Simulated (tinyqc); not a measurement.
Worked calculation: G0W0 on RHF in the sto-3g basis, for HF, spin multiplicity 1. One step of it, computed by the program tinyqc.

Task: Iteration 1: building the Fock matrix. J_ij = sum D_kl (ij|kl), K_ij = sum D_kl (ik|jl); F = H + J - 0.5 K; E = tr D H + tr D J / 2 - 0.25 tr D K + E_nn.

D at the start:
```
,1F 1s,1F 2s,1F 2px,1F 2py,1F 2pz,2H 1s
1F 1s,2.095600,-0.401039,0.000000,0.000000,0.069897,-0.142837
1F 2s,-0.401039,1.714387,0.000000,0.000000,-0.261917,0.426220
1F 2px,0.000000,0.000000,2.000000,0.000000,0.000000,0.000000
1F 2py,0.000000,0.000000,0.000000,2.000000,0.000000,0.000000
1F 2pz,0.069897,-0.261917,0.000000,0.000000,1.835759,0.221185
2H 1s,-0.142837,0.426220,0.000000,0.000000,0.221185,0.152600
```

core Hamiltonian H = T + V (hartree):
```
,1F 1s,1F 2s,1F 2px,1F 2py,1F 2pz,2H 1s
1F 1s,-40.499176,-9.502515,0.000000,0.000000,-0.010166,-1.237096
1F 2s,-9.502515,-10.976626,0.000000,0.000000,-0.125686,-2.835883
1F 2px,0.000000,0.000000,-8.650353,0.000000,0.000000,0.000000
1F 2py,0.000000,0.000000,0.000000,-8.650353,0.000000,0.000000
1F 2pz,-0.010166,-0.125686,0.000000,0.000000,-8.721176,-1.977275
2H 1s,-1.237096,-2.835883,0.000000,0.000000,-1.977275,-4.651088
```

Two-electron integrals (ij|kl) in chemists' order, unique and non-zero (hartree):
```
i,j,k,l,(ij|kl)
1,1,1,1,5.403501
2,1,1,1,0.841920
2,1,2,1,0.156299
2,2,1,1,1.268028
2,2,2,1,0.292344
2,2,2,2,0.926167
3,1,3,1,0.027998
3,2,3,1,0.043169
3,2,3,2,0.204588
3,3,1,1,1.264502
3,3,2,1,0.292403
3,3,2,2,0.925959
3,3,3,3,0.997514
4,1,4,1,0.027998
4,2,4,1,0.043169
4,2,4,2,0.204588
4,3,4,3,0.053770
4,4,1,1,1.264502
4,4,2,1,0.292403
4,4,2,2,0.925959
4,4,3,3,0.889973
4,4,4,4,0.997514
5,1,5,1,0.027998
5,2,5,1,0.043169
5,2,5,2,0.204588
5,3,5,3,0.053770
5,4,5,4,0.053770
5,5,1,1,1.264502
5,5,2,1,0.292403
5,5,2,2,0.925959
5,5,3,3,0.889973
5,5,4,4,0.889973
5,5,5,5,0.997514
6,1,1,1,0.110073
6,1,2,1,0.020272
6,1,2,2,0.037713
6,1,3,3,0.037654
6,1,4,4,0.037654
6,1,5,1,0.000826
6,1,5,2,0.001555
6,1,5,5,0.037836
6,1,6,1,0.002656
6,2,1,1,0.291575
6,2,2,1,0.068181
6,2,2,2,0.242513
6,2,3,3,0.238892
6,2,4,4,0.238892
6,2,5,1,0.004649
6,2,5,2,0.036965
6,2,5,5,0.249514
6,2,6,1,0.008982
6,2,6,2,0.079561
6,3,3,1,0.006982
6,3,3,2,0.041959
6,3,5,3,0.007691
6,3,6,3,0.011545
6,4,4,1,0.006982
6,4,4,2,0.041959
6,4,5,4,0.007691
6,4,6,4,0.011545
6,5,1,1,0.203805
6,5,2,1,0.048251
6,5,2,2,0.183708
6,5,3,3,0.175967
6,5,4,4,0.175967
6,5,5,1,0.009851
6,5,5,2,0.068371
6,5,5,5,0.198979
6,5,6,1,0.006609
6,5,6,2,0.073996
6,5,6,5,0.079878
6,6,1,1,0.464675
6,6,2,1,0.110423
6,6,2,2,0.453830
6,6,3,3,0.438948
6,6,4,4,0.438948
6,6,5,1,0.008997
6,6,5,2,0.101839
6,6,5,5,0.483120
6,6,6,1,0.014621
6,6,6,2,0.195278
6,6,6,5,0.211387
6,6,6,6,0.774606
```

nuclear repulsion = 4.26755815 hartree

Give: Coulomb J; exchange K; Fock matrix F; total energy of this density.

Result:

Coulomb J (hartree):
```
,1F 1s,1F 2s,1F 2px,1F 2py,1F 2pz,2H 1s
1F 1s,20.580,3.937,0.000,0.000,-0.009,0.510
1F 2s,3.937,9.761,0.000,0.000,-0.024,2.495
1F 2px,0.000,0.000,9.749,0.000,0.000,0.000
1F 2py,0.000,0.000,0.000,9.749,0.000,0.000
1F 2pz,-0.009,-0.024,0.000,0.000,9.758,1.867
2H 1s,0.510,2.495,0.000,0.000,1.867,4.628
```

exchange K (hartree):
```
,1F 1s,1F 2s,1F 2px,1F 2py,1F 2pz,2H 1s
1F 1s,11.066,1.950,0.000,0.000,0.006,0.259
1F 2s,1.950,3.091,0.000,0.000,-0.105,0.934
1F 2px,0.000,0.000,2.615,0.000,0.000,0.000
1F 2py,0.000,0.000,0.000,2.615,0.000,0.000
1F 2pz,0.006,-0.105,0.000,0.000,2.577,0.608
2H 1s,0.259,0.934,0.000,0.000,0.608,0.664
```

Fock matrix F (hartree):
```
,1F 1s,1F 2s,1F 2px,1F 2py,1F 2pz,2H 1s
1F 1s,-25.453,-6.540,0.000,0.000,-0.022,-0.856
1F 2s,-6.540,-2.761,0.000,0.000,-0.098,-0.808
1F 2px,0.000,0.000,-0.209,0.000,0.000,0.000
1F 2py,0.000,0.000,0.000,-0.209,0.000,0.000
1F 2pz,-0.022,-0.098,0.000,0.000,-0.252,-0.415
2H 1s,-0.856,-0.808,0.000,0.000,-0.415,-0.355
```

total energy of this density = -98.24196 hartree
